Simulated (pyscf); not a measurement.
F–SiH₂–O–SiH₃ + HO–SiH₃ + H₂O -> H₃Si–O–SiH₂–O–SiH₃ + HF + H₂O (multi-bond step; singlet surface; F–Si, H–O, H–O broken, O–Si, F–H, H–O formed). Optimised with ωB97X-D3(BJ)/def2-SVP in PySCF. Energies in kcal/mol from the separated reactants.

| level | barrier | reaction energy |
|---|---|---|
| PBE/def2-TZVP | 4.4 | +8.6 |
| r²SCAN/def2-TZVP | 2.7 | +7.6 |
| B3LYP-D3(BJ)/def2-TZVP | 5.7 | +5.9 |
| PBE0-D3(BJ)/def2-TZVP | 2.4 | +5.7 |
| ωB97M-D3(BJ)/def2-TZVP | 5.8 | +6.5 |
| HF/def2-TZVP | 34.6 | +8.2 |

On the reactant side the descent ends in an adduct with a O–Si contact, 1.6 kcal/mol under the separated species and 5.8 kcal/mol under the saddle at ωB97X-D3(BJ)/def2-TZVP. On the product side the descent ends in a bound adduct (not fully relaxed), 17.4 kcal/mol under the separated species and 17.0 kcal/mol under the saddle at ωB97X-D3(BJ)/def2-TZVP. At PBE, r²SCAN, B3LYP-D3(BJ), PBE0-D3(BJ), ωB97M-D3(BJ) the saddle lies under the separated products, which points to a path from their complex (located at ωB97X-D3(BJ) alone), and parting the products costs more than the saddle. What is counted as formed (O–Si) is already present as a longer contact in the reactant adduct; forming that adduct is a step of its own. This is the saddle that the search found; another between the same sides may lie lower.
